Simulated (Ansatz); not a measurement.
# HC–N–Si, triplet: the ladder up to UCCSDT(Q)

Geometry: a PBE0/def2-TZVP stationary point for this spin, not checked as a minimum.

```yaml
atoms:
  - { symbol: C, position_ang: [0.0000, -0.2037, 0.7974] }
  - { symbol: N, position_ang: [0.0000, -0.1038, -0.4089] }
  - { symbol: Si, position_ang: [0.0000, -0.0870, -2.0856] }
  - { symbol: H, position_ang: [0.0000, 0.3945, 1.6971] }
```

Basis cc-pVDZ; Ansatz 0.2.0. Only valence electrons are correlated (noble-gas cores frozen), which leaves 14 electrons in 44 orbitals. R marks a restricted (for open shells ROHF) determinant, U an unrestricted one.

Full CI isn't at hand for all of this; UCCSDT(Q) serves as the reference, and is uncertain by about the last step of the cluster series. The frozen core follows each run's orbitals, which can shift R against U totals by a few meV.

Unrestricted rows (U) aren't spin-pure: their determinants' ⟨S²⟩ exceeds S(S+1) by up to 0.27, so they mix in states of higher spin. For open shells CISD is restricted-active-space CI with the open shells as a complete middle space.

```
UHF ⟨S²⟩                          : 2.269
T1 diagnostic (RCCSD)             : 0.0617
largest doubles amplitude (RCCSD) : 0.088
T1 diagnostic (UCCSD)             : 0.0435
```

From what is known of these methods and the diagnostics, rank them by the size of their error in total energy against UCCSDT(Q) in cc-pVDZ, smallest first (an estimate: the text doesn't fix the numbers).
A. UCCSD(T)
B. RCCSD
C. UMP2
D. RHF
E. UCCSDT

E (5.0 kJ/mol), A (10.0 kJ/mol), B (54.8 kJ/mol), C (157.1 kJ/mol), D (1051.9 kJ/mol).

All errors are against UCCSDT(Q) in cc-pVDZ. T1 is large (0.062) while the doubles stay small, which points to orbital relaxation. Within each family the higher level lies nearer, as is usual though not guaranteed.

Atomization energy (electronic, same basis, no zero-point term; atoms at the same level, unrestricted beside the R rows where the molecule is a closed shell, with restricted open-shell steps beyond CCSDT(Q)) at UCCSDT(Q): 1238.2 kJ/mol. Errors of other levels:

```tsv
level	error (kJ/mol)
RHF	-428.0
UHF	-398.7
RMP2	22.1
UMP2	-0.3
CISD	-162.4
RCCSD	-44.9
UCCSD	-42.5
RCCSD(T)	-6.5
UCCSD(T)	-7.6
BCCD(T)	-5.6
RCCSDT	-5.0
UCCSDT	-4.8
RCCSDT(Q)	0.2
```

This basis is far from its limit, so the value isn't to be set against a measured one. Truncated CI isn't size-consistent, which counts against it in atomization.
